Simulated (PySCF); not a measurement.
First SCF of a structure search on singlet AlOCl, at a hand-made linear geometry. PySCF input:

```python
from pyscf import gto, scf, dft
mol = gto.M(atom='''
Al     0.000000     0.000000     0.000000
O      0.000000     0.000000    -1.700000
Cl     0.000000     0.000000     2.250000''',
    basis={'Al': 'def2-TZVP', 'O': 'def2-TZVP', 'Cl': 'def2-TZVP'},
    charge=0, spin=0)
mf = dft.RKS(mol, xc='PBE0')
mf.grids.atom_grid = (50, 194)
aux = {'Al': 'def2-universal-JKFIT', 'O': 'def2-universal-JKFIT', 'Cl': 'def2-universal-JKFIT'}
mf = mf.density_fit(auxbasis=aux)
mf.conv_tol = 1e-08
mf.diis_space = 10
mf.max_cycle = 60
mf.init_guess = 'minao'
mf.verbose = 4
mf.kernel()
```

Excerpt of the output (cycles and frontier levels):

```
init E= -777.513279037562
  HOMO = -0.387732627567923  LUMO = -0.16682636512293  gap/eV = 6.01117
cycle= 1 E= -777.283191049606  delta_E= 0.23  |g|= 1.13  |ddm|= 1.86
  HOMO = -0.131101469291498  LUMO = 0.00974562494547127  gap/eV = 3.83264
cycle= 2 E= -771.541314544618  delta_E= 5.74  |g|= 3.45  |ddm|= 3.37
  HOMO = -0.293644907712519  LUMO = -0.124938954737601  gap/eV = 4.59072
cycle= 3 E= -777.506685061092  delta_E= -5.97  |g|= 0.502  |ddm|= 3.16
  HOMO = -0.270992101309263  LUMO = -0.125987605341429  gap/eV = 3.94577
cycle= 4 E= -777.562327031986  delta_E= -0.0556  |g|= 0.352  |ddm|= 0.657
  HOMO = -0.285692413754299  LUMO = -0.129083152430823  gap/eV = 4.26156
cycle= 5 E= -777.592680436507  delta_E= -0.0304  |g|= 0.0344  |ddm|=  0.3
  HOMO = -0.288400961033063  LUMO = -0.123935841645746  gap/eV = 4.47532
cycle= 6 E= -777.592878134297  delta_E= -0.000198  |g|= 0.0178  |ddm|= 0.0345
  HOMO = -0.290885943493237  LUMO = -0.125259141446818  gap/eV = 4.50693
cycle= 7 E= -777.592951355706  delta_E= -7.32e-05  |g|= 0.00468  |ddm|= 0.0122
  HOMO = -0.290762248894022  LUMO = -0.124923012883102  gap/eV = 4.51272
cycle= 8 E= -777.592954398661  delta_E= -3.04e-06  |g|= 0.00348  |ddm|= 0.00289
  HOMO = -0.290899848509304  LUMO = -0.124927166405413  gap/eV = 4.51635
cycle= 9 E= -777.592956078987  delta_E= -1.68e-06  |g|= 0.00214  |ddm|= 0.000817
  HOMO = -0.29107994643349  LUMO = -0.124920391144244  gap/eV = 4.52143
cycle= 10 E= -777.592957067124  delta_E= -9.88e-07  |g|= 0.000392  |ddm|= 0.00106
  HOMO = -0.291117513420643  LUMO = -0.124928571689949  gap/eV = 4.52223
cycle= 11 E= -777.592957099968  delta_E= -3.28e-08  |g|= 4.31e-05  |ddm|= 0.000224
  HOMO = -0.291119500807781  LUMO = -0.124929348145827  gap/eV = 4.52226
cycle= 12 E= -777.592957100533  delta_E= -5.65e-10  |g|= 7.74e-06  |ddm|= 5.88e-05
  HOMO = -0.291121855825007  LUMO = -0.124929724566442  gap/eV = 4.52232
Extra cycle  E= -777.592957100437  delta_E= 9.69e-11  |g|= 2.34e-05  |ddm|= 2.24e-05
converged SCF energy = -777.592957100437
```

No lower solution of this spin was found by a stability analysis within the restricted form, which does not test spin polarisation.

The search for the lowest solution, with the stability check, took 4.2 s on 2 threads of a shared Arm Neoverse V2 host, with 105 basis functions; the process peaked at 0.32 GiB.
